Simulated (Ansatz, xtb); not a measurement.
# Relative energy of two isomers of C5H7N

Structure X is `C[C@@H]1C[C@H]1C#N`, a singlet and structure Y is `C[C@@H]1C[C@@H]1C#N`, a singlet. Both are isolated molecules in the gas phase, relaxed with r2SCAN-D4/def2-SVP.

X (Å):

| atom | x (Å) | y (Å) | z (Å) |
| --- | --- | --- | --- |
| C | -1.2878 | 1.0748 | -0.5805 |
| C | -1.3914 | 0.2834 | 0.6968 |
| C | -2.0156 | 0.8703 | 1.9219 |
| C | -0.5095 | 0.6659 | 1.8778 |
| C | 0.0965 | -0.3592 | 2.6802 |
| N | 0.5803 | -1.2000 | 3.3252 |
| H | -1.1298 | 2.1451 | -0.3718 |
| H | -2.2122 | 0.9824 | -1.1731 |
| H | -0.4500 | 0.7229 | -1.2030 |
| H | -1.5290 | -0.7969 | 0.5712 |
| H | -2.3597 | 1.9083 | 1.8821 |
| H | -2.5871 | 0.2168 | 2.5860 |
| H | 0.1086 | 1.5635 | 1.7559 |

Y (Å):

```csv
atom,x (Å),y (Å),z (Å)
C,-1.0835,1.4802,-0.2007
C,-1.6147,0.3054,0.5782
C,-2.1360,0.4740,1.9690
C,-0.8272,-0.2696,1.7520
C,0.4107,0.3424,2.1464
N,1.4141,0.8480,2.4541
H,-0.5713,2.1976,0.4583
H,-1.9049,2.0092,-0.7093
H,-0.3612,1.1557,-0.9662
H,-2.1078,-0.4668,-0.0240
H,-2.9889,-0.1234,2.3018
H,-2.0629,1.4682,2.4200
H,-0.8427,-1.3578,1.8781
```

Energies in hartree; the thermal terms are from GFN2-xTB frequencies at re-optimised GFN2-xTB minima (ideal gas, soft modes damped towards free rotors, one conformer each, 298.15 K, 1 atm) and include the zero-point energy:

|  | X | Y |
| --- | --- | --- |
| E, CCSD(T)/def2-SVP | −248.559706 | −248.559486 |
| E, MP2/def2-SVP | −248.480682 | −248.480604 |
| E, MP2/def2-TZVPP | −248.931807 | −248.932132 |
| zero-point energy | 0.106726 | 0.106778 |
| H(298 K) − E | 0.113990 | 0.114000 |
| G(298 K) − E | 0.076977 | 0.077094 |

Correct the CCSD(T) difference for the basis set by the MP2 change, then work out ΔE, ΔE₀, ΔH and ΔG for X → Y in kcal/mol (1 Eh = 627.51 kcal/mol) and the equilibrium ratio [Y]/[X].

1. Differences Y − X: CCSD(T) +0.000220, MP2 in the small set +0.000078, MP2 in the large set −0.000325 Eh.
2. ΔE = +0.000220 + (−0.000325 − (+0.000078)) = −0.000183 Eh = −0.11 kcal/mol.
3. ΔE₀ = ΔE + ΔZPE = −0.000183 + (+0.000052) Eh = −0.08 kcal/mol.
4. ΔH = ΔE + (+0.000010) Eh = −0.11 kcal/mol.
5. ΔG = ΔE + (+0.000117) Eh = −0.04 kcal/mol, so ΔS = (ΔH − ΔG)/T = −0.9 J/(mol K).
6. kT = 0.9442 mEh, so K = [Y]/[X] = exp(−ΔG/kT) = exp(+0.07) ≈ 1.1.

The two are too close for this level to say which is favoured. An error of 1 kcal/mol in ΔG would change K by a factor of 5.4. Mirror images and further conformers aren't counted.

As drawn, both hold the same kinds of bond in the same numbers.

Other levels gave ΔE = +0.2 (GFN2-xTB); +0.4 (HF/STO-3G, GFN2-xTB geometries); −0.1 (r2SCAN-D4/def2-SVP//GFN2-xTB); −0.1 (r2SCAN-D4/def2-SVP); +0.5 (HF/def2-SVP); 0.0 (MP2/def2-SVP); +0.1 (CCSD(T)/def2-SVP) kcal/mol. The correlated steps freeze 6 core orbitals. Programs: Ansatz 0.2.0, xtb 6.7.1.
